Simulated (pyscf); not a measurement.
This saddle point was located with ωB97X-D3(BJ)/def2-SVP in PySCF.

```xyz
8

O     -1.2914     0.0424     1.2540
Si    -0.1024    -0.1907     0.2368
O      0.9604    -1.2975     0.5974
O      0.0357     0.6622    -1.1241
H      0.5159    -1.6418     1.5881
H     -0.6264     1.3351    -1.3255
F     -0.3065    -1.6644     2.5524
H     -1.0080    -0.7323     2.0287
```
Charge 0, spin multiplicity 1.

Surface: singlet, charge 0. Lowest wavenumbers (cm⁻¹): 1096i, 106, 277, 327, 358.

Q: What reaction is this the transition state of?

A: O=Si(OH)–OH (SMILES O=[Si](O)O) + HF (SMILES F) ⇌ O=Si(OH)–OH (SMILES O=[Si](O)O) + HF (SMILES F), a concerted two-bond exchange read from left to right: H–O, F–H broken and H–O, F–H formed. At CCSD(T)/def2-TZVPP + ΔMP2(QZVPP) it lies -2.9 kcal/mol from the left side and -2.9 kcal/mol from the right (each side as separated species at their lowest minima found). On the reactant side the descent ends in a bound adduct, 16.5 kcal/mol under the separated species and 10.1 kcal/mol under the saddle at ωB97X-D3(BJ)/def2-TZVP. On the product side the descent ends in a bound adduct, 15.6 kcal/mol under the separated species and 9.3 kcal/mol under the saddle at ωB97X-D3(BJ)/def2-TZVP. At CCSD(T) the saddle lies under the separated reactants, which points to a path from their complex (located at ωB97X-D3(BJ) alone). At CCSD(T) the saddle lies under the separated products, which points to a path from their complex (located at ωB97X-D3(BJ) alone). At ωB97X-D3(BJ)/def2-TZVP the barrier from the zero used here is -6.4 kcal/mol. One saddle was located; it need not be the lowest between these sides. The CCSD(T) − MP2 part came from Ansatz, without density fitting, on the same reference.
